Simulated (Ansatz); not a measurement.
All values below come from PBE-D3(BJ)/def2-SVP (Ansatz, a program for electronic structure). No frequencies were computed at this level.

Ansatz 0.2 input:
```yaml
crystal:
  periodic: [false, false, false]
  atoms:
    - { symbol: C, position_ang: [-0.014189, -0.032467, -0.020371] }
    - { symbol: O, position_ang: [1.294358, -0.05484, -0.106439] }
    - { symbol: H, position_ang: [-0.335082, 0.007329, 1.047154] }
    - { symbol: H, position_ang: [-0.413394, 0.942087, -0.387698] }
    - { symbol: H, position_ang: [-0.531692, -0.86211, -0.532645] }
basis:
  gaussian: { orbitals: def2-svp }
hamiltonian:
  xc: pbe
  dispersion: d3bj
relax:
  max_steps: 150
magnetization:
  spin_polarized: true
  initial_magnetization: 1
```

Output:

```
[...]
475 factors; their error is unknown
mean field -3124.48616726 eV, -114.8227487938 hartree, gradient 1.0e-5 eV, S^2 0.752248; 0 other end points of the search recorded, 0 dependent functions left out
reference -3124.48618632 eV, -114.8227494946 hartree; 9, 8 occupied and 34, 35 virtual orbitals, 475 factors
relax step  12: F+E_penalty+E_count = -3124.52610223 eV  Δ(F+E_penalty+E_count) = -1.808e-5 eV  max|allowed force component| = 3.111e-2 eV/Å  Δτ_max = 0.0011 Å  (30 SCF iters, accepted)
these checks for a lower state are left out or cut short: starts, cluster_reference, orbital_swaps, neighbouring_geometries, increment
475 factors; their error is unknown
mean field evaluation 160: about -3124.4861 eV, gradient 7.7e-2 eV
mean field -3124.48619764 eV, -114.8227499106 hartree, gradient 7.9e-6 eV, S^2 0.752246; 0 other end points of the search recorded, 0 dependent functions left out
reference -3124.48621671 eV, -114.8227506114 hartree; 9, 8 occupied and 34, 35 virtual orbitals, 475 factors
relax step  13: F+E_penalty+E_count = -3124.52613300 eV  Δ(F+E_penalty+E_count) = -3.077e-5 eV  max|allowed force component| = 4.264e-2 eV/Å  Δτ_max = 0.0014 Å  (32 SCF iters, accepted)
these checks for a lower state are left out or cut short: starts, cluster_reference, orbital_swaps, neighbouring_geometries, increment
475 factors; their error is unknown
mean field -3124.48624808 eV, -114.8227517640 hartree, gradient 3.3e-6 eV, S^2 0.752244; 0 other end points of the search recorded, 0 dependent functions left out
reference -3124.48626715 eV, -114.8227524650 hartree; 9, 8 occupied and 34, 35 virtual orbitals, 475 factors
relax step  14: F+E_penalty+E_count = -3124.52618390 eV  Δ(F+E_penalty+E_count) = -5.091e-5 eV  max|allowed force component| = 5.702e-2 eV/Å  Δτ_max = 0.0017 Å  (34 SCF iters, accepted)
these checks for a lower state are left out or cut short: starts, cluster_reference, orbital_swaps, neighbouring_geometries, increment
475 factors; their error is unknown
mean field evaluation 192: about -3124.4863 eV, gradient 5.1e-6 eV
mean field -3124.48632819 eV, -114.8227547081 hartree, gradient 5.1e-6 eV, S^2 0.752241; 0 other end points of the search recorded, 0 dependent functions left out
reference -3124.48634727 eV, -114.8227554094 hartree; 9, 8 occupied and 34, 35 virtual orbitals, 475 factors
relax step  15: F+E_penalty+E_count = -3124.52626459 eV  Δ(F+E_penalty+E_count) = -8.069e-5 eV  max|allowed force component| = 7.436e-2 eV/Å  Δτ_max = 0.0022 Å  (33 SCF iters, accepted)
these checks for a lower state are left out or cut short: starts, cluster_reference, orbital_swaps, neighbouring_geometries, increment
475 factors; their error is unknown
mean field -3124.48644795 eV, -114.8227591090 hartree, gradient 8.0e-6 eV, S^2 0.752237; 0 other end points of the search recorded, 0 dependent functions left out
reference -3124.48646703 eV, -114.8227598105 hartree; 9, 8 occupied and 34, 35 virtual orbitals, 475 factors
relax step  16: F+E_penalty+E_count = -3124.52638501 eV  Δ(F+E_penalty+E_count) = -1.204e-4 eV  max|allowed force component| = 9.410e-2 eV/Å  Δτ_max = 0.0026 Å  (32 SCF iters, accepted)
these checks for a lower state are left out or cut short: starts, cluster_reference, orbital_swaps, neighbouring_geometries, increment
475 factors; their error is unknown
mean field -3124.48661326 eV, -114.8227651843 hartree, gradient 1.2e-5 eV, S^2 0.752233; 0 other end points of the search recorded, 0 dependent functions left out
reference -3124.48663236 eV, -114.8227658861 hartree; 9, 8 occupied and 34, 35 virtual orbitals, 475 factors
relax step  17: F+E_penalty+E_count = -3124.52655104 eV  Δ(F+E_penalty+E_count) = -1.660e-4 eV  max|allowed force component| = 1.146e-1 eV/Å  Δτ_max = 0.0030 Å  (34 SCF iters, accepted)
these checks for a lower state are left out or cut short: starts, cluster_reference, orbital_swaps, neighbouring_geometries, increment
475 factors; their error is unknown
mean field evaluation 224: about -3124.4868 eV, gradient 1.6e-5 eV
mean field -3124.48682167 eV, -114.8227728430 hartree, gradient 6.1e-6 eV, S^2 0.752229; 0 other end points of the search recorded, 0 dependent functions left out
reference -3124.48684077 eV, -114.8227735450 hartree; 9, 8 occupied and 34, 35 virtual orbitals, 475 factors
relax step  18: F+E_penalty+E_count = -3124.52676014 eV  Δ(F+E_penalty+E_count) = -2.091e-4 eV  max|allowed force component| = 1.332e-1 eV/Å  Δτ_max = 0.0032 Å  (36 SCF iters, accepted)
these checks for a lower state are left out or cut short: starts, cluster_reference, orbital_swaps, neighbouring_geometries, increment
475 factors; their error is unknown
mean field -3124.48706413 eV, -114.8227817533 hartree, gradient 8.0e-6 eV, S^2 0.752226; 0 other end points of the search recorded, 0 dependent functions left out
reference -3124.48708324 eV, -114.8227824555 hartree; 9, 8 occupied and 34, 35 virtual orbitals, 475 factors
relax step  19: F+E_penalty+E_count = -3124.52700319 eV  Δ(F+E_penalty+E_count) = -2.431e-4 eV  max|allowed force component| = 1.475e-1 eV/Å  Δτ_max = 0.0031 Å  (35 SCF iters, accepted)
these checks for a lower state are left out or cut short: starts, cluster_reference, orbital_swaps, neighbouring_geometries, increment
475 factors; their error is unknown
mean field evaluation 256: about -3124.4873 eV, gradient 6.2e-6 eV
mean field -3124.48733117 eV, -114.8227915668 hartree, gradient 6.2e-6 eV, S^2 0.752223; 0 other end points of the search recorded, 0 dependent functions left out
reference -3124.48735028 eV, -114.8227922692 hartree; 9, 8 occupied and 34, 35 virtual orbitals, 475 factors
relax step  20: F+E_penalty+E_count = -3124.52727067 eV  Δ(F+E_penalty+E_count) = -2.675e-4 eV  max|allowed force component| = 1.605e-1 eV/Å  Δτ_max = 0.0027 Å  (34 SCF iters, accepted)
these checks for a lower state are left out or cut short: starts, cluster_reference, orbital_swaps, neighbouring_geometries, increment
475 factors; their error is unknown
mean field -3124.48761669 eV, -114.8228020596 hartree, gradient 3.5e-6 eV, S^2 0.752221; 0 other end points of the search recorded, 0 dependent functions left out
reference -3124.48763581 eV, -114.8228027622 hartree; 9, 8 occupied and 34, 35 virtual orbitals, 475 factors
relax step  21: F+E_penalty+E_count = -3124.52755649 eV  Δ(F+E_penalty+E_count) = -2.858e-4 eV  max|allowed force component| = 1.708e-1 eV/Å  Δτ_max = 0.0023 Å  (35 SCF iters, accepted)
these checks for a lower state are left out or cut short: starts, cluster_reference, orbital_swaps, neighbouring_geometries, increment
475 factors; their error is unknown
mean field -3124.48791633 eV, -114.8228130711 hartree, gradient 1.1e-5 eV, S^2 0.752220; 0 other end points of the search recorded, 0 dependent functions left out
reference -3124.48793545 eV, -114.8228137737 hartree; 9, 8 occupied and 34, 35 virtual orbitals, 475 factors
relax step  22: F+E_penalty+E_count = -3124.52785630 eV  Δ(F+E_penalty+E_count) = -2.998e-4 eV  max|allowed force component| = 1.769e-1 eV/Å  Δτ_max = 0.0020 Å  (31 SCF iters, accepted)
these checks for a lower state are left out or cut short: starts, cluster_reference, orbital_swaps, neighbouring_geometries, increment
475 factors; their error is unknown
mean field -3124.48822609 eV, -114.8228244547 hartree, gradient 1.0e-5 eV, S^2 0.752219; 0 other end points of the search recorded, 0 dependent functions left out
reference -3124.48824521 eV, -114.8228251574 hartree; 9, 8 occupied and 34, 35 virtual orbitals, 475 factors
relax step  23: F+E_penalty+E_count = -3124.52816616 eV  Δ(F+E_penalty+E_count) = -3.099e-4 eV  max|allowed force component| = 1.800e-1 eV/Å  Δτ_max = 0.0017 Å  (30 SCF iters, accepted)
these checks for a lower state are left out or cut short: starts, cluster_reference, orbital_swaps, neighbouring_geometries, increment
475 factors; their error is unknown
mean field evaluation 288: about -3122.5722 eV, gradient 1.2e1 eV
mean field -3123.83314346 eV, -114.7987506122 hartree, gradient 1.4e-5 eV, S^2 0.752207; 0 other end points of the search recorded, 0 dependent functions left out
reference -3123.83316214 eV, -114.7987512986 hartree; 9, 8 occupied and 34, 35 virtual orbitals, 475 factors
relax step  24: F+E_penalty+E_count = -3123.87302841 eV  Δ(F+E_penalty+E_count) = +6.551e-1 eV  max|allowed force component| = 5.036e0 eV/Å  Δτ_max = 0.1950 Å  (38 SCF iters, rejected (line search))
these checks for a lower state are left out or cut short: starts, cluster_reference, orbital_swaps, neighbouring_geometries, increment
475 factors; their error is unknown
mean field -3124.49057702 eV, -114.8229108497 hartree, gradient 8.4e-6 eV, S^2 0.752240; 0 other end points of the search recorded, 0 dependent functions left out
reference -3124.49059613 eV, -114.8229115518 hartree; 9, 8 occupied and 34, 35 virtual orbitals, 475 factors
relax step  25: F+E_penalty+E_count = -3124.53051280 eV  Δ(F+E_penalty+E_count) = -2.347e-3 eV  max|allowed force component| = 1.078e-1 eV/Å  Δτ_max = 0.0083 Å  (37 SCF iters, accepted)
these checks for a lower state are left out or cut short: starts, cluster_reference, orbital_swaps, neighbouring_geometries, increment
475 factors; their error is unknown
mean field -3124.48935179 eV, -114.8228658234 hartree, gradient 8.9e-6 eV, S^2 0.752290; 0 other end points of the search recorded, 0 dependent functions left out
reference -3124.48937075 eV, -114.8228665202 hartree; 9, 8 occupied and 34, 35 virtual orbitals, 475 factors
relax step  26: F+E_penalty+E_count = -3124.52928452 eV  Δ(F+E_penalty+E_count) = +1.228e-3 eV  max|allowed force component| = 2.330e-1 eV/Å  Δτ_max = 0.0270 Å  (40 SCF iters, rejected (line search))
these checks for a lower state are left out or cut short: starts, cluster_reference, orbital_swaps, neighbouring_geometries, increment
475 factors; their error is unknown
mean field evaluation 320: about -3124.5084 eV, gradient 5.6e-2 eV
mean field -3124.49276573 eV, -114.8229912834 hartree, gradient 7.9e-6 eV, S^2 0.752254; 0 other end points of the search recorded, 0 dependent functions left out
reference -3124.49278480 eV, -114.8229919843 hartree; 9, 8 occupied and 34, 35 virtual orbitals, 475 factors
relax step  27: F+E_penalty+E_count = -3124.53270186 eV  Δ(F+E_penalty+E_count) = -2.189e-3 eV  max|allowed force component| = 4.655e-2 eV/Å  Δτ_max = 0.0129 Å  (38 SCF iters, accepted)
these checks for a lower state are left out or cut short: starts, cluster_reference, orbital_swaps, neighbouring_geometries, increment
475 factors; their error is unknown
mean field -3124.49273093 eV, -114.8229900043 hartree, gradient 3.2e-6 eV, S^2 0.752260; 0 other end points of the search recorded, 0 dependent functions left out
reference -3124.49274995 eV, -114.8229907033 hartree; 9, 8 occupied and 34, 35 virtual orbitals, 475 factors
relax step  28: F+E_penalty+E_count = -3124.53266721 eV  Δ(F+E_penalty+E_count) = +3.466e-5 eV  max|allowed force component| = 5.971e-2 eV/Å  Δτ_max = 0.0145 Å  (40 SCF iters, rejected (line search))
these checks for a lower state are left out or cut short: starts, cluster_reference, orbital_swaps, neighbouring_geometries, increment
475 factors; their error is unknown
mean field -3124.49304459 eV, -114.8230015313 hartree, gradient 1.3e-5 eV, S^2 0.752249; 0 other end points of the search recorded, 0 dependent functions left out
reference -3124.49306364 eV, -114.8230022312 hartree; 9, 8 occupied and 34, 35 virtual orbitals, 475 factors
relax step  29: F+E_penalty+E_count = -3124.53298299 eV  Δ(F+E_penalty+E_count) = -2.811e-4 eV  max|allowed force component| = 5.944e-2 eV/Å  Δτ_max = 0.0072 Å  (34 SCF iters, accepted)
these checks for a lower state are left out or cut short: starts, cluster_reference, orbital_swaps, neighbouring_geometries, increment
475 factors; their error is unknown
mean field evaluation 352: about -3124.5092 eV, gradient 1.1e-1 eV
mean field -3124.49311910 eV, -114.8230042696 hartree, gradient 4.0e-6 eV, S^2 0.752254; 0 other end points of the search recorded, 0 dependent functions left out
reference -3124.49313815 eV, -114.8230049696 hartree; 9, 8 occupied and 34, 35 virtual orbitals, 475 factors
relax step  30: F+E_penalty+E_count = -3124.53305508 eV  Δ(F+E_penalty+E_count) = -7.209e-5 eV  max|allowed force component| = 1.391e-2 eV/Å  Δτ_max = 0.0019 Å  (32 SCF iters, accepted)
these checks for a lower state are left out or cut short: starts, cluster_reference, orbital_swaps, neighbouring_geometries, increment
475 factors; their error is unknown
mean field -3124.49312650 eV, -114.8230045415 hartree, gradient 9.0e-6 eV, S^2 0.752254; 0 other end points of the search recorded, 0 dependent functions left out
reference -3124.49314555 eV, -114.8230052416 hartree; 9, 8 occupied and 34, 35 virtual orbitals, 475 factors
relax step  31: F+E_penalty+E_count = -3124.53306234 eV  Δ(F+E_penalty+E_count) = -7.252e-6 eV  max|allowed force component| = 5.487e-3 eV/Å  Δτ_max = 0.0010 Å  (28 SCF iters, accepted)
475 factors; their error is unknown
mean field evaluation 384: about -3124.4931 eV, gradient 3.2e-4 eV
mean field -3124.49312650 eV, -114.8230045415 hartree, gradient 9.0e-6 eV, S^2 0.752254; 4 other end points of the search recorded, 0 dependent functions left out
reference -3124.49314555 eV, -114.8230052416 hartree; 9, 8 occupied and 34, 35 virtual orbitals, 475 factors
Total energy: -3124.53308139 eV, -114.8244728564 hartree
Atom 0 at    -0.010175    -0.045287     0.024147 Å, force     0.000147     0.005487    -0.003650 eV/Å
Atom 1 at     1.324116    -0.026238    -0.139194 Å, force    -0.001614     0.000703     0.001146 eV/Å
Atom 2 at    -0.367312    -0.007724     1.089936 Å, force     0.000302    -0.002171    -0.000692 eV/Å
Atom 3 at    -0.390665     0.922771    -0.424777 Å, force     0.002264    -0.005190     0.001010 eV/Å
Atom 4 at    -0.555963    -0.843524    -0.550111 Å, force    -0.001099     0.001171     0.002185 eV/Å
Dipole moment:    -0.412162     0.057179     0.018481 e Å
```

Cost: roughly 28 core-seconds.
